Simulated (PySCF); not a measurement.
Compound: C4H5S (doublet state).
Cartesian coordinates in Å at the GFN2-xTB level; atoms count from 1:
```xyz
10
C4H5S angstrom
C      2.1021    0.1565    0.1273
C      0.8279    0.2840   -0.0211
C     -0.4669    0.4722   -0.1905
C     -1.4968   -0.5865    0.0596
S     -1.0078    2.0197   -0.7364
H      2.5952    0.3758    1.0625
H      2.7401   -0.1863   -0.6739
H     -2.2437   -0.2151    0.7595
H     -1.0364   -1.4854    0.4632
H     -2.0048   -0.8304   -0.8728
```

The species is `C=[C]C(C)=S` [radical].

Computed, not measured: UKS B3LYP, pcH-1 on C H S, non-relativistic, mean-field spin-orbit, GIAO (PySCF 2.14.0). Geometry: GFN2-xTB; no solvent, vibrations or thermal averaging. The geometry wasn't refined by DFT: couplings that depend on bond lengths, twists or pyramidal angles can differ widely from those at the functional's own minimum, by a factor of two or more for some ions and for spin on atoms past the first row.

Output of the driver script. The program numbers atoms from 0.

```
UKS, coarse grid
  cycle   1  E = -553.51818116  |g| = 2.61e-01
  cycle   2  E = -553.50417082  |g| = 3.21e-01
  cycle   3  E = -553.55303509  |g| = 9.63e-02
  cycle   4  E = -553.55724408  |g| = 4.53e-02
  cycle   5  E = -553.55842678  |g| = 8.37e-03
  cycle   6  E = -553.55849576  |g| = 5.12e-03
  cycle   7  E = -553.55851821  |g| = 2.28e-03
  cycle   8  E = -553.55852252  |g| = 1.41e-03
  cycle   9  E = -553.55852394  |g| = 2.97e-04
UKS, final grid
  cycle   1  E = -553.55853038  |g| = 2.81e-04
  cycle   2  E = -553.55853039  |g| = 4.43e-04
  cycle   3  E = -553.55853050  |g| = 9.11e-05
  cycle   4  E = -553.55853052  |g| = 9.88e-05
  cycle   5  E = -553.55853054  |g| = 3.17e-05
  cycle   6  E = -553.55853054  |g| = 7.99e-06
E = -553.55853054 Eh   <S^2> = 0.7639 (exact 0.7500)
g shifts (ppm)      1          2          3
  rmc          -203       -203       -203
  gc            -10         44         42
  oz_so         -23      12478     140423
  total        -236      12325     140269
hyperfine (MHz)  atom isotope    a_iso     a_fc   dipolar eigenvalues
    0   13C     -25.23     -25.23     -7.03      2.40      4.62
    1   13C      27.82      27.82    -33.91    -25.52     59.43
    2   13C     -28.19     -28.19     -8.33      2.73      5.60
    3   13C       0.16       0.16     -1.15      0.16      0.99
    4   33S      13.53      13.53    -68.09    -66.79    134.88
    5    1H      72.97      72.97     -2.37     -1.75      4.12
    6    1H      73.08      73.08     -2.37     -1.74      4.11
    7    1H      -6.48      -6.48     -2.08     -1.39      3.47
    8    1H      -1.51      -1.51     -1.86     -1.42      3.28
    9    1H      -7.65      -7.65     -2.13     -1.18      3.31
```

Problem. The run flagged its g tensor. What set off the flag, and which results does it touch?

Solution. The largest g shift is +0.140, past the limit of 0.03 at which the run flags a species of elements up to argon. The orbital-Zeeman/spin–orbit term is second order, a sum of spin–orbit matrix elements over excitation energies, so it grows and becomes less reliable as an excited state comes close; a shift of this size calls for a check with another method. The contact and dipolar couplings don't rest on that expansion, but they belong to the state that the SCF found, and a close-lying state with the spin in another orbital would have other couplings; no stability test was run. The run left out the spin–orbit part of the hyperfine coupling.

Problem. Where is the spin in this solution (atoms counted from 1)?

Solution. The largest Mulliken spin populations are on S5 (+0.75), C2 (+0.39), C3 (-0.13) and C1 (-0.07). The positive populations add up to 1.20 and the negative ones to -0.20, together 2S = 1. ⟨S²⟩ = 0.7639 against the exact 0.7500, so spin contamination is small. The SMILES `C=[C]C(C)=S` draws the unpaired electron on C2, whose computed spin population is only +0.39.

Problem. Average a_iso over equivalent nuclei, turn it into first-order splittings with g = 2.0023, and give the multiplets for abundant isotopes (0.05 mT or more).

Solution. 
```json
{"nuclei (from 1)": "H7", "isotope": "1H", "I": "1/2", "position": "4 bonds from S5", "a_iso (MHz)": "73.1", "|a| (mT)": "2.61", "splits into": "1:1 doublet"}
{"nuclei (from 1)": "H6", "isotope": "1H", "I": "1/2", "position": "4 bonds from S5", "a_iso (MHz)": "73.0", "|a| (mT)": "2.60", "splits into": "1:1 doublet"}
{"nuclei (from 1)": "H8/H9/H10", "isotope": "1H", "I": "1/2", "position": "3 bonds from S5", "a_iso (MHz)": "-5.2", "|a| (mT)": "0.19", "splits into": "1:3:3:1 quartet"}
```

Nuclei that the bonding pattern makes equivalent are averaged, as if the motion that swaps them (rotation, inversion, ring flip) were fast. The three 1H nuclei of mean -5.2 MHz run from -7.7 to -1.5 MHz in the frozen geometry.
